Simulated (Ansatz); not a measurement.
Results of LDA (Ansatz, a quantum-chemistry and plane-wave program, PAW) for rutile PbO2.

Settings: plane-wave cutoff 520 eV, 12×12×16 k mesh (along the axes of the cell as run), Fermi–Dirac smearing 0.05 eV, scalar-relativistic PAW data made under PBE.

Shape and atoms are relaxed at each volume.

Pressure at four volumes; x = ln(V/13.776 Å³). One pressure is withheld.

| V (Å³/atom) | x | P (GPa) |
|---|---|---|
| 13.224 | -0.0409 | ? |
| 13.500 | -0.0202 | 3.00 |
| 13.776 | 0.0000 | 0.00 |
| 14.327 | 0.0392 | -4.92 |

Q: Pass a parabola P(x) through the three rows shown, estimate the bulk modulus and its pressure derivative near zero pressure, and predict the withheld pressure.

A: Slopes between the rows: (0.00 − (3.00))/(0.0000 − (-0.0202)) = -148.51 and (-4.92 − (0.00))/(0.0392 − (0.0000)) = -125.51 GPa. Their difference over the span 0.0594 is c = 23.00/0.0594 = 387.2 GPa, so P(x) = 3.00 + (-148.51)(x − (-0.0202)) + 387.2 (x − (-0.0202))(x − (0.0000)). At the middle row B = −dP/dx = −[-148.51 + 387.2 × 0.0202] = 140.7 GPa, and B′ = dB/dP = 2c/B = 5.5. At x = -0.0409 the parabola gives 6.40 GPa; the run gives 6.41 GPa. The Birch–Murnaghan fit to the energies at all volumes has B0 = 140 GPa and B′ = 5.6.

Spin–orbit coupling is not included; it can shift volumes and moduli of such heavy elements.
